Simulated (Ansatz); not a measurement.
## Ansatz (development build ahead of 0.2.0) run

```yaml
crystal:
  periodic: [false, false, false]
  atoms:
    - { symbol: S, position_ang: [0.0, 0.0, 0.0] }
    - { symbol: H, position_ang: [0.0, 0.0, 3.808] }
basis:
  gaussian: { orbitals: pcseg-2 }
magnetization:
  initial_magnetization: 1
hamiltonian:
  xc: hf
```

The input is written out in the form of the current development build from the run's settings.

Results

```json
{
 "Converged": "yes",
 "Total energy": "-397.91811 hartree",
 "Spin squared of the determinant": "0.750",
 "Stability test": "minimum among restricted orbitals"
}
```

Caution: an unrestricted determinant lies well below.
